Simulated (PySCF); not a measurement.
## SiP and its ions

r²SCAN; basis Si aug-pcseg-1, P aug-pcseg-1; no relativity; PySCF 2.14. Neutral (UKS): doublet (π ↑), Re = 2.089 Å, ωe = 620 cm⁻¹, De = 3.63 eV, HOMO -6.20 eV, LUMO -5.47 eV.

SiP⁻ (UKS): singlet (closed shell), Re = 2.020 Å, ωe = 685 cm⁻¹, De = 5.08 eV to Si⁻ + P. The energies at the minima are -630.67256 hartree for SiP and -630.78342 for SiP⁻.

(1) Work out the adiabatic electron affinity, without and with harmonic zero-point energies (1 hartree = 27.2114 eV, 1 eV = 8065.5 cm⁻¹), and the change of the bond length.

For an ion De counts to the pair picked by the measured ionisation energies or electron affinities, which need not be the lowest pair at this level. States were picked by a PBE0 search and need not be the measured ground states.

Results:

(1) At r²SCAN: 0.11086 hartree = 3.017 eV between the minima; the zero-point term (620.0 − 685.0)/2 cm⁻¹ = -0.004 eV makes it 3.013 eV. Re changes by -6.9 pm against the neutral. The electron enters a π orbital; the charge polarises the partner, so the anion is bound more strongly.
